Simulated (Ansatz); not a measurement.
# CH5OSi+ (SMILES O[CH+][SiH3]): single points off equilibrium

An exercise on one series of results from a longer session: the logs are not shown, and one member is left open.

Method: single points in def2-TZVPP; program: Ansatz 0.2.0, Gaussian basis.

Correlated methods freeze the cores. B3LYP uses VWN-RPA correlation.

## The starting structure

SMILES `O[CH+][SiH3]`, 8 atoms, charge 1, spin multiplicity 1.

Atoms are counted from 1 here; the program's logs count them from 0.

Bond lengths: O1–C2 1.263 Å, O1–H4 0.996 Å, C2–Si3 1.915 Å, C2–H5 1.119 Å, Si3–H6 1.500 Å, Si3–H7 1.463 Å, Si3–H8 1.475 Å. Angles: C2–O1–H4 118.0°, O1–C2–Si3 126.9°, O1–C2–H5 111.7°, Si3–C2–H5 121.4°, C2–Si3–H6 101.8°, C2–Si3–H7 102.3°, C2–Si3–H8 101.6°, H6–Si3–H7 117.2°, H6–Si3–H8 113.7°, H7–Si3–H8 116.7°.

Geometry (Å):

```xyz
8

O    -0.97830    0.42910   -1.43600
C    -0.00570    0.60910   -0.65030
Si    0.43100   -0.43440    0.89460
H    -1.59810   -0.32690   -1.24730
H     0.60230    1.50270   -0.94200
H     0.33210    0.58410    1.99110
H     1.76580   -0.93450    0.56520
H    -0.66360   -1.42360    0.90450
```

Set-up of the first run:

run/in.yaml

```yaml
crystal:
  periodic: [false, false, false]
  atoms:
    - {symbol: O, position_ang: [-0.978300, 0.429100, -1.436000]}
    - {symbol: C, position_ang: [-0.005700, 0.609100, -0.650300]}
    - {symbol: Si, position_ang: [0.431000, -0.434400, 0.894600]}
    - {symbol: H, position_ang: [-1.598100, -0.326900, -1.247300]}
    - {symbol: H, position_ang: [0.602300, 1.502700, -0.942000]}
    - {symbol: H, position_ang: [0.332100, 0.584100, 1.991100]}
    - {symbol: H, position_ang: [1.765800, -0.934500, 0.565200]}
    - {symbol: H, position_ang: [-0.663600, -1.423600, 0.904500]}
basis:
  gaussian: {orbitals: def2-TZVPP}
total_charge: 1
correlation: {method: ccsd_t}
output: {forces: true}
```

No record of the launch command was kept for these runs.

Among the steps run: CCSD(T)/def2-TZVPP; PBE0-D4/def2-TZVPP; wB97M-V/def2-TZVPP; r2SCAN-D4/def2-TZVPP; PBE-D4/def2-TZVPP; B3LYP-D4/def2-TZVPP; HSE06-D4/def2-TZVPP.

One table of the session follows, with a row left open; its other results are not shown here.

```
   method  RMS force component (eV/Å)  angle to CCSD(T) forces (°)
  CCSD(T)                       0.395                    reference
  PBE0-D4                       0.339                         31.0
  wB97M-V                       0.371                         21.7
r2SCAN-D4                       0.319                         18.0
   PBE-D4                           ?                            ?
 B3LYP-D4                       0.339                         15.8
 HSE06-D4                       0.337                         30.5
```

**Question.** Estimate the row for PBE-D4.

As computed: RMS force component (eV/Å): 0.310; angle to CCSD(T) forces (°): 37.5. In the column «RMS force component (eV/Å)» it is the lowest.
